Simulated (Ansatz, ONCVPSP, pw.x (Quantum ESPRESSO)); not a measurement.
**Equation-of-state test of one ONCV potential (promethium (Pm))**

* Element: promethium (Pm)
* Generator: ONCVPSP 4.0.1.1 (patched build)
* Type: optimised norm-conserving Vanderbilt (ONCV)
* Functional: PBEsol
* Relativity: scalar-relativistic
* Frozen core: [Kr] 4d10
* Valence charge: 15
* Reference configuration: 4f5 5s2 5p6 6s1 (charge +1)
* Partial waves: 5s+6s: rc 2.15 bohr, ncon 4, nbas 8, qcut 5.7 1/bohr, 2 projectors; 5p: rc 2.60 bohr, ncon 5, nbas 8, qcut 5.4 1/bohr, 2 projectors, debl 0.8 Ha; d scattering state at 0.02 Ha: rc 2.00 bohr, ncon 4, nbas 7, qcut 5.1 1/bohr, 2 projectors, debl 1.8 Ha; 4f: rc 1.45 bohr, ncon 4, nbas 8, qcut 11.3 1/bohr, 1 projector
* Local potential: polynomial inside 1.30 bohr (lpopt 1, dvloc0 6 Ha)
* Core correction: Teter function, fcfact 5.75, rcfact 1.55

In the p channel the program set the typed energies aside and used -1.057, 0.250 Ha. In the d channel the program set the typed energies aside and used 0.050, 1.850 Ha.

Atomic tests: cutoffs needed: 56 Ha and 63 Ha (the cutoffs (Ha) at which the residual kinetic energy of the hardest occupied pseudo-wave falls to 1 and 0.1 mHa per electron); ghost test: no bound ghost flagged; GHOST(+) flagged for s at 141.2 eV; configuration tests: tests left out (the all-electron energies of this program are off by 10 to 40 meV for near-neutral 4f atoms).

Crystal test: bcc Pm in pw.x 7.5, no spin, 14³ k-points, Fermi–Dirac smearing 0.01 Ry, cutoffs 145/580 Ry. The reference is all-electron LAPW (Ansatz 0.2.0) with the same functional, mesh and smearing; V0 and B0 come from Birch–Murnaghan fits to the pressures at five volumes. Errors are pseudo minus all-electron; Δ is the rms difference of the E(V) curves that follow from these fits, minima aligned, over ±6 % about the mean V0. Mesh and smearing are coarse, so the numbers serve the comparison and aren't converged zero-temperature values; the lattice is a test structure that the element need not adopt. Spin polarisation and strong correlation are left out, which matters for this element.

All-electron: a0 = 3.321 Å (V0 = 18.32 Å³/atom), B0 = 44.1 GPa.

Problem. How far does the potential miss the all-electron equation of state?

Solution. mean pressure error (GPa): +0.65; a0 (Å): 3.339; a0 error (%): +0.54; B0 error (%): -11.0; Δ (meV/atom): 2.6. This is a poor potential for the solid. Atomic configuration tests: tests left out (the all-electron energies of this program are off by 10 to 40 meV for near-neutral 4f atoms).

| V (Å³/atom) | P all-electron (GPa) | P pseudo (GPa) |
| --- | --- | --- |
| 17.584 | 2.18 | 2.89 |
| 18.047 | 0.69 | 1.35 |
| 18.510 | -0.44 | 0.24 |
| 18.973 | -1.29 | -0.66 |
| 19.436 | -1.97 | -1.41 |

Problem. At the middle volume, how do free energy and pressure move when the wave cutoff is lowered (ecutrho kept at four times it)?

Solution.

```tsv
cutoff (Ry)	shift of F (meV/atom)	shift of P (GPa)
87	+5981.5	-341.64
116	+60.0	-9.16
```

The run at the middle volume (104 k-points, 12 iterations) took about 4.4 min on one core of a shared host (Neoverse-N1, 64 threads, 124 GiB, load 52).
